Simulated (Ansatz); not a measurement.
**SiH3+: a ladder of functionals and wavefunction methods**

One table from this session's results is given with a row withheld; the runs are named, their logs left out.

The runs use Ansatz 0.2.0, Gaussian basis; functionals in def2-TZVPP, the program's frozen cores in correlated methods.

Plan: LDA (SPW92), PBE-D4, revPBE-D4, BLYP-D4, r2SCAN-D4, B97M-V, PBE0-D4, B3LYP-D4, r2SCANh-D4, r2SCAN0-D4, HSE06-D4, BHLYP-D4, CAM-B3LYP-D4, LC-ωPBE, ωB97X-V, ωB97M-V, B2PLYP, PBE-QIDH; CCSD(T)/def2-SVP; CCSD(T)/def2-TZVPP; CCSD(T)/def2-QZVPP; extrapolation to the limit; RPA on PBE.

### The geometry

An earlier PBE0-D4 in a triple-zeta def2 set relaxation fixed the geometry.

SMILES `[SiH3+]`, 4 atoms, charge 1, spin multiplicity 1.

Atoms are counted from 1 here; the program's logs count them from 0.

Bond lengths: Si1–H2 1.472 Å, Si1–H3 1.472 Å, Si1–H4 1.472 Å. Angles: H2–Si1–H3 120.0°, H2–Si1–H4 120.0°, H3–Si1–H4 120.0°.

The first run:

in.yaml

```yaml
crystal:
  periodic: [false, false, false]
  atoms:
    - {symbol: Si, position_ang: [-0.000008, -0.000000, 0.000005]}
    - {symbol: H, position_ang: [0.686861, 0.675449, 1.112978]}
    - {symbol: H, position_ang: [-0.118398, -1.467179, -0.009923]}
    - {symbol: H, position_ang: [-0.568456, 0.791730, -1.103060]}
basis:
  gaussian: {orbitals: def2-TZVPP}
total_charge: 1
hamiltonian: {xc: lda}
output: {orbitals: {seedname: orbitals}}
```

Steps of the session up to this table: LDA; PBE-D4 (GGA); revPBE-D4 (GGA); BLYP-D4 (GGA); r2SCAN-D4 (meta-GGA); B97M-V (meta-GGA); PBE0-D4 (hybrid); B3LYP-D4 (hybrid); r2SCANh-D4 (hybrid); r2SCAN0-D4 (hybrid); HSE06-D4 (hybrid); BHLYP-D4 (hybrid); CAM-B3LYP-D4 (range-separated); LC-ωPBE-D4 (range-separated; the results give it without D4); ωB97X-V (range-separated); ωB97M-V (range-separated); B2PLYP (double hybrid); PBE-QIDH (double hybrid).

One table of the session follows, with a row left open; its other results are not shown here.

It belongs to the step «Orbital energies across the functionals». Levels are read from the orbital files that the runs wrote:

```
  functional  HOMO (eV)  LUMO (eV)  gap (eV)
 LDA (SPW92)     -16.29     -11.51      4.78
      PBE-D4     -16.33     -11.26      5.06
   revPBE-D4     -16.33     -11.16      5.17
     BLYP-D4     -16.25     -11.18      5.07
   r2SCAN-D4     -16.67     -10.90      5.78
      B97M-V     -16.68     -11.12      5.56
     PBE0-D4     -17.70     -10.23      7.47
    B3LYP-D4     -17.49     -10.52      6.98
  r2SCANh-D4     -17.17     -10.54      6.63
  r2SCAN0-D4     -17.91     -10.01      7.90
    HSE06-D4          ?          ?         ?
    BHLYP-D4     -19.01      -9.21      9.80
CAM-B3LYP-D4     -19.14      -9.12     10.02
     LC-ωPBE     -20.61      -7.80     12.82
     ωB97X-V     -20.21      -7.93     12.28
     ωB97M-V     -19.96      -8.17     11.78
```

**Question.** Estimate the row for HSE06-D4.

The run gave: HOMO (eV): -17.29; LUMO (eV): -10.62; gap (eV): 6.67. In the column «HOMO (eV)» it lies between B3LYP-D4 (-17.49) and r2SCANh-D4 (-17.17).
